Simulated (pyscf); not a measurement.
## Substitution at O: HO–Bi(OH)–OH + H• → HO–Bi•–OH + H₂O

Gas phase, doublet surface, charge 0. Bonds broken: Bi1–O2. Bonds formed: O2–H8. Structures and frequencies: ωB97X-D3(BJ)/def2-SVP in PySCF.

Transition state (Å):

```xyz
8

Bi    -0.9105    -1.0924     0.4641
O     -1.3302     1.0539     0.2357
O      1.0561    -0.7736    -0.1088
O     -1.5783    -1.6036    -1.4375
H     -1.8795     1.1350    -0.5644
H      1.1542     0.1541    -0.3673
H     -0.8551    -1.4844    -2.0703
H     -1.0601     2.4683     0.3838
```

One imaginary mode, 1402i cm⁻¹; descent along it reached the two sides named, in the forms told below.

```
bond    change  reactant side (Å)  saddle  product side
------  ------  -----------------  ------  ------------
Bi1–O2  breaks              2.078   2.199           3.5
O2–H8    forms                3.0   1.447         0.965
```

Electronic energies relative to the separated reactants (kcal/mol):

```csv
level,barrier,reaction energy,reverse barrier
ωB97X-D3(BJ)/def2-TZVP,10.4,-34.2,44.7
PBE/def2-TZVP,0.7,-34.2,34.9
r²SCAN/def2-TZVP,1.7,-35.4,37.1
B3LYP-D3(BJ)/def2-TZVP,2.0,-37.6,39.6
PBE0-D3(BJ)/def2-TZVP,4.8,-36.3,41.2
M06-2X/def2-TZVP,8.8,-40.5,49.3
ωB97M-D3(BJ)/def2-TZVP,8.4,-38.8,47.2
HF/def2-TZVP,22.1,-39.3,61.4
```

With ωB97M-D3(BJ)/def2-TZVP energies and thermal terms (ideal gas, 1 atm, RRHO with modes under 100 cm⁻¹ raised to 100, one conformer, R ln 2 for chiral ones without a mode under 150 cm⁻¹), in kcal/mol:

```json
[
 {"T (K)": "298", "ΔH‡": "8.4", "ΔG‡": "14.0", "ΔH": "-34.2", "ΔG": "-38.6"},
 {"T (K)": "600", "ΔH‡": "7.9", "ΔG‡": "20.0", "ΔH": "-35.6", "ΔG": "-42.5"},
 {"T (K)": "900", "ΔH‡": "7.6", "ΔG‡": "26.1", "ΔH": "-37.2", "ΔG": "-45.5"},
 {"T (K)": "1200", "ΔH‡": "7.2", "ΔG‡": "32.3", "ΔH": "-38.7", "ΔG": "-48.1"}
]
```

On the product side the descent ends in a bound adduct (not fully relaxed), 10.6 kcal/mol under the separated species and 55.3 kcal/mol under the saddle at ωB97X-D3(BJ)/def2-TZVP. This is the saddle that the search found; another between the same sides may lie lower. The angle at the attacked O is 155°. Elements past Kr carry the def2 core potentials, without spin-orbit coupling.
